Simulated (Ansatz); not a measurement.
One crystal and one scan (energy against volume) at two levels, PBE (plane waves to 420 eV, PAW, scalar-relativistic; Ansatz, an electronic-structure program) and r2SCAN (plane waves to 500 eV, PAW, scalar-relativistic; Ansatz), each from its own relaxed cell and on its own mesh.

The crystal is Pt (fcc, Cu type); the cell is scaled evenly about its relaxed volume V₀.

The energy includes the smearing's −TS. Pt is run without spin polarisation. Pt was relaxed with its symmetry unable to fall. Spin-orbit coupling is left out, though Pt is heavy. The PAW data are Ansatz's earlier set. Both scans cover V/V₀ from 0.900 to 1.100.

| quantity | run 1 | run 2 |
|---|---|---|
| Lattice constant a (Å) | 3.940 | 3.970 |
| Pressure at the smallest volume (GPa) | 38.0 | 34.8 |
| Energy cost of the largest compression (meV/atom) | 162 | 152 |
| Energy cost of the largest expansion (meV/atom) | 105 | 98 |
| Bulk modulus B₀ (third-order Birch-Murnaghan fit) (GPa) | 270.7 | 247.8 |
| Pressure for 5 % compression (fit) (GPa) | 16.0 | 14.6 |

Problem. Which run is which level?

Solution. Run 2 is PBE, run 1 is r2SCAN. PBE gives the higher value for: lattice constant a. PBE gives the lower value for: pressure at the smallest volume; energy cost of the largest compression; energy cost of the largest expansion; bulk modulus B₀; pressure for 5 % compression. For the lattice constant a the reference is 3.913 Å (measured, corrected to the static lattice; as given in Daniel Mejia-Rodriguez, S. B. Trickey, Physical Review B (2018), arXiv:1807.09216): r2SCAN lies nearer. For the bulk modulus B₀ the reference is 289 GPa (measured, corrected to the static lattice; as given in H. Levämäki, M. P. J. Punkkinen, K. Kokko et al., Physical Review B (2014), arXiv:1402.3671): r2SCAN lies nearer.  Neither level is exact: the differences show how much the result hangs on the functional.

(Under strain, the slope of the energy per volume gives the stress and its curvature an elastic modulus.)
